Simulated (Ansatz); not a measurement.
**How far each method lies from RCCSDT(Q) for HAl–C–O, singlet**

Geometry: displaced at random from a stationary point.

```xyz
4

Al    0.0607   -0.1066    1.4023
C    -0.1042    0.2040   -0.7681
O    -0.0276   -0.0651   -1.8815
H     0.0555    1.4542    1.4806
```

Basis cc-pVDZ; Ansatz 0.2.0. Only valence electrons are correlated (noble-gas cores frozen), which leaves 14 electrons in 44 orbitals. Prefix R: restricted or restricted open-shell reference; prefix U: unrestricted. Active spaces: frontier = (8e, 8o) about the gap.

Full CI isn't at hand for all of this; RCCSDT(Q) serves as the reference, and is uncertain by about the last step of the cluster series. The frozen core follows each run's orbitals, which can shift R against U totals by a few meV.

Unrestricted rows (U) aren't spin-pure: their determinants' ⟨S²⟩ exceeds S(S+1) by up to 0.34, so they mix in states of higher spin.

```
UHF ⟨S²⟩                          : 0.345
T1 diagnostic (RCCSD)             : 0.0208
largest doubles amplitude (RCCSD) : 0.093
```

```
   level  E − E(RHF) (eV)
     UHF          -0.0573
    RMP2          -9.7035
    UMP2          -9.5554
   RCCSD         -10.3270
   UCCSD         -10.3182
RCCSD(T)         -10.7322
UCCSD(T)         -10.7275
```

**Question.** Estimate how far RCCSDT(Q) in cc-pVDZ lies from RCCSD(T). The table doesn't fix it; the size of (T) and the diagnostics are the guide.

**Answer.** RCCSDT(Q) in cc-pVDZ lies 2.54 mEh below RCCSD(T), which is 17 % of the (T) step (-14.89 mEh). T1 is raised, RHF is unstable towards spin polarisation, but (T) still catches most of what CCSD lacks. The miss exceeds 1 kcal/mol.

The other levels:

| level | E − E(RCCSDT(Q)) (mEh) | share of correlation (%) | wall time |
| --- | --- | --- | --- |
| CISD | 58.85 | 85.17 | 1.3 s |
| BCCD(T) | 2.33 | 99.41 | 0.63 s |
| RCCSDT | 1.53 | 99.61 | – |
| UCCSDT | 1.58 | 99.60 | – |
| UCCSDT(Q) | -0.01 | 100.00 | 81 s |
| CASSCF (frontier space) | 242.03 | 39.03 | – |
| MRCISD (frontier space) | 26.39 | 93.35 | – |
| MRCISD+Q (frontier space) | 3.55 | 99.10 | 19 s |

The correlation energy at RCCSDT(Q), counted from RHF, is -10.801 eV. That run took 19 s on 1 thread of Intel Xeon 6975P-C, shared host.

Times hold each run's SCF and search for its determinant on a shared host, so for small cases they say little of a method's own cost; they ran on 1 thread of Intel Xeon 6975P-C.
